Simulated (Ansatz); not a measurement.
Reaction (SMILES): P (PH3) → 3 H atom + P atom
B3LYP-D3(BJ)/def2-TZVP geometries, fixed; electronic energies without zero-point terms.

Basis-set convergence of the atomisation energy at wB97M-V with Ansatz (a first-principles code). Cartesian d functions, on some or all atoms, in 6-31+G*, 6-311+G**; all else is spherical. The program fits the integrals of some runs and decomposes those of others, by size. Open shells are unrestricted. The functional holds VV10 correlation; no added dispersion term, no relativity. Functions are those of the species that has most. Reference: the value in pcseg-4, 245.53 kcal/mol, itself unsure by roughly 0.05 kcal/mol (its mean distance from aug-pcseg-3, aug-cc-pV(Q+d)Z, cc-pV(5+d)Z). Deviations are taken from unrounded values.

| basis | functions |
|---|---|
| 6-31+G* | 29 |
| cc-pV(D+d)Z | 38 |
| def2-SVPD | 48 |
| 6-311+G** | 49 |
| 6-311++G(2d,2p) | 65 |
| def2-TZVPD | 70 |
| cc-pV(T+d)Z | 81 |
| def2-TZVPPD | 99 |
| 6-311++G(3df,3pd) | 101 |
| cc-pV(Q+d)Z | 154 |
| def2-QZVPPD | 175 |
| cc-pV(5+d)Z | 265 |

Q: Which is the smallest set listed that can be trusted to 2 kcal/mol here, that is, within that of the reference together with its larger relatives (same family, alike in diffuse functions; a set with none to test it counts only in the reference's own line)?

A: The smallest set listed that lies within 2 kcal/mol of the reference with all its larger relatives (same family, alike in diffuse functions; a set with none counts only in the reference's own line) is cc-pV(D+d)Z (38 functions, -0.06 kcal/mol off). Value minus reference: 6-31+G* -2.59, cc-pV(D+d)Z -0.06, def2-SVPD 1.53, 6-311+G** -3.93, 6-311++G(2d,2p) -1.64, def2-TZVPD -0.32, cc-pV(T+d)Z 0.05, def2-TZVPPD 0.41, 6-311++G(3df,3pd) 0.14, cc-pV(Q+d)Z 0.12, def2-QZVPPD -0.09, cc-pV(5+d)Z -0.01 kcal/mol.
